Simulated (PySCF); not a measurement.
Potential energy curve for ClF, singlet.

- UMP2 = PySCF with MP2 on UHF/cc-pVTZ, 6 core orbitals frozen
- UCCSD(T) = CCSD(T) on UHF/cc-pVTZ, 6 core orbitals frozen (PySCF)

Energies relative to the lowest point of each curve near equilibrium, in mEh:

```
R / Å   UMP2
-----  -----
1.21   237.7
1.39    52.6
1.46    23.2
2.43    95.2
2.69    96.5
2.90    96.7
3.26    96.5
3.60    96.5
3.95    96.7
4.37    96.9
4.81    96.9
6.51    97.0
```

Estimate the UCCSD(T) values at these points.

1.21: 239.8; 1.39: 54.2; 1.46: 24.5; 2.43: 81.1; 2.69: 86.1; 2.90: 87.0; 3.26: 87.1; 3.60: 87.1; 3.95: 87.3; 4.37: 87.5; 4.81: 87.6; 6.51: 87.6 (mEh).

The unrestricted determinant behind UMP2, UCCSD(T) is spin-contaminated at 1.78 to 6.51 Å (<S²> up to 1.0, against 0.00 for a pure singlet).
